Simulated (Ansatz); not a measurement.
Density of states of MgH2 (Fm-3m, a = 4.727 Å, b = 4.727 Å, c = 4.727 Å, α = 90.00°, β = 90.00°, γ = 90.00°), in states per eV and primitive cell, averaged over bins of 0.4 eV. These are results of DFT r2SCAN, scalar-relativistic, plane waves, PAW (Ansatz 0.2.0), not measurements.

Cutoff 500 eV; k points 16×16×16 on the computed 3-atom cell (Γ-centred); Gaussian smearing, width 0.10 eV; no spin polarisation.

The cell is relaxed at this level. The states (both spins) are summed by tetrahedra on a 24×24×24 mesh at the self-consistent density. Energies are bin centres; the table starts no lower than −8 eV and ends at 6 eV, or lower where the solved bands end.

It is a metal at this level.

```
E − E_F (eV) total H 1s Mg 3s
       -7.85   0.38  0.28   0.10
       -7.45   0.43  0.33   0.10
       -7.05   0.48  0.39   0.09
       -6.65   0.57  0.47   0.09
       -6.25   0.71  0.63   0.07
       -5.85   0.67  0.61   0.05
       -5.45   0.63  0.58   0.04
       -5.05   0.65  0.60   0.03
       -4.65   0.59  0.55   0.02
       -4.25   0.56  0.53   0.01
       -3.85   0.53  0.51   0.01
       -3.45   0.51  0.48   0.00
       -3.05   0.48  0.46   0.00
       -2.65   0.35  0.33   0.00
       -2.25   0.26  0.24   0.00
       -1.85   0.20  0.19   0.00
       -1.45   0.16  0.15   0.00
       -1.05   0.12  0.12   0.00
       -0.65   0.09  0.09   0.00
       -0.25   0.10  0.07   0.02
        0.15   0.19  0.05   0.11
        0.55   0.24  0.02   0.14
        0.95   0.30  0.01   0.15
        1.35   0.34  0.01   0.13
        1.75   0.34  0.02   0.11
        2.15   0.40  0.02   0.15
        2.55   0.45  0.02   0.17
        2.95   0.50  0.03   0.17
        3.35   0.55  0.03   0.18
        3.75   0.61  0.04   0.18
        4.15   0.69  0.04   0.18
        4.55   0.82  0.05   0.20
        4.95   0.79  0.06   0.18
        5.35   0.80  0.06   0.16
        5.75   0.81  0.06   0.14
```

The columns after the total are the Löwdin projections on the occupied valence shells of the potentials. The rest of the total lies in shells that are empty in the free atom, which aren't projected, and between the atoms.

Whether MgH2 exists in this form wasn't checked.